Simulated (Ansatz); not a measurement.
This Ansatz (an electronic-structure program) input (MP2/cc-pV(T+d)Z) gives -499.10388 Eh with 111 basis functions. A basis named .json is the Basis Set Exchange file of that set (core-valence sets with the plain set on hydrogen).

Ansatz 0.2 input:
```yaml
crystal:
  periodic: [false, false, false]
  atoms:
    - {symbol: C, position_ang: [0.01220741, -0.07367186, -1.09843497]}
    - {symbol: Cl, position_ang: [-0.00676974, 0.02757824, 0.64005061]}
    - {symbol: H, position_ang: [-0.00895604, 1.00453448, -1.40635815]}
    - {symbol: H, position_ang: [0.96129142, -0.49472735, -1.43294956]}
    - {symbol: H, position_ang: [-0.91049423, -0.53660614, -1.45094277]}
basis:
  gaussian:
    orbitals: cc-pV_T+d_Z.json
    fitting: {mean_field: def2-universal-jkfit, correlation: aug-cc-pVQZ-RIFIT.json}
total_charge: 1
magnetization: {spin_polarized: true, initial_magnetization: 1}
correlation: {method: mp2, electrons: outside_noble_gas}
```

Change:
```diff
- fitting: {mean_field: def2-universal-jkfit, correlation: aug-cc-pVQZ-RIFIT.json}
+ fitting: {mean_field: def2-universal-jkfit, correlation: def2-SVP-RIFIT.json}
```

What does the run give now?

-499.10636 Eh (MP2/cc-pV(T+d)Z, 111 functions), a change of -2.48 mEh.
